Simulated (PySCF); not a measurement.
Structure problem from calculated spectra and properties.

Formula: C2H4Si.

* 13C NMR: chemical shifts (computed TMS as zero) by class: 105.4 (1 C), 82.8 (1 C) ppm [GIAO PBE0/pcSseg-1]
* 1H NMR: chemical shifts (computed TMS as zero) by class: 4.22 (3 H), 1.87 (1 H) ppm [GIAO PBE0/pcSseg-1]
* Rotational structure: rotational constants A, B, C: 86.222, 4.786, 4.786 GHz [GFN2-xTB]
* Polarisability: 49.3 au [wB97X-D/def2-SVPD]
* NMR, other nuclei: isotropic shieldings of nuclei other than C and H, by class: 448 (1 Si) ppm [GIAO PBE0/pcSseg-1]
* Dipole: 0.15 D [wB97X-D/def2-SVPD]
* Triplet: lowest triplet excitation (Tamm–Dancoff): 5.18 eV [TDA wB97X-D/def2-SVPD]
* UV, first state: lowest singlet excitation: 6.21 eV (200 nm, f = 0.000) [TDDFT wB97X-D/def2-SVPD]

The electronic properties come from PySCF, for the isolated species, density fitting. Levels stand in brackets. Isolated species at its GFN2-xTB geometry, gas phase. NMR values are class means; diastereotopic atoms form classes of their own.

Q: Propose a structure and show how it fits.

A: Numbering: `[CH:1]#[C:2][SiH3:3]`. Its formula, C2H4Si, gives 2 degrees of unsaturation: 0 rings and 2 π bonds in the structure found. 2 carbons fall into 2 classes; from least to most shielded: terminal alkyne carbon [C1] (105.4 ppm), alkyne carbon [C2] (82.8 ppm). Hydrogen classes from least to most shielded: 3 H on an SiH3 silicon, Si3 (4.22 ppm), 1 H on a terminal alkyne carbon, C1 (1.87 ppm). The other shieldings belong to: 448 ppm, SiH3 silicon [Si3]. The optimised geometry has point group C3v and is a prolate symmetric top. Structure: `C#C[SiH3]` (ethynylsilane). The assignments are read from this structure; whether some other isomer fits the data as well wasn't checked.
